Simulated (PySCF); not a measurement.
Species: silicon sulfide, SiS (singlet state).
Cartesian coordinates in Å at the GFN2-xTB level; atoms count from 1:
```xyz
2
SiS angstrom
Si     1.0013   -0.0028   -0.0029
S     -0.9986    0.0041   -0.0112
```

Level of theory: PBE0/pcSseg-1 in PySCF (dipole) on a GFN2-xTB geometry, gas phase.

Masses are those of the commonest isotopes; rigid-rotor values at the optimised geometry. 

**Question.** What are the moment of inertia and the rotational constant?

**Answer.** I = 59.678 u·Å², B = 505379 MHz·u·Å²/I = 8468 MHz (0.2825 cm⁻¹, or 0.406 K as hB/k). For two atoms I = μr² with μ = 14.9207 u and r = 1.9999 Å.

**Question.** List the first levels of a rigid rotor in a Σ state.

**Answer.** E(J) = BJ(J+1): J = 1: 0.565, J = 2: 1.695, J = 3: 3.390, J = 4: 5.649, J = 5: 8.474, J = 6: 11.864 cm⁻¹.

**Question.** Where do the first rotational lines fall?

**Answer.** The dipole is 2.14 D; J+1 ← J lies at 2B(J+1): 1 ← 0 at 16.94 GHz, 2 ← 1 at 33.87 GHz, 3 ← 2 at 50.81 GHz, 4 ← 3 at 67.75 GHz, 5 ← 4 at 84.68 GHz, 6 ← 5 at 101.62 GHz.

**Question.** Estimate the classical rotational partition function at 10 K, 25 K and 200 K.

**Answer.** Point group C∞v, symmetry number σ = 1; q = kT/(σhB), k/h = 20836.6 MHz/K: 24.6 at 10 K, 61.5 at 25 K, 492 at 200 K.

No GFN2-xTB frequencies stand behind this structure, so it isn't proved a minimum. These are rigid-rotor constants of the computed structure; measured ground-state constants (B0) also hold zero-point vibration.
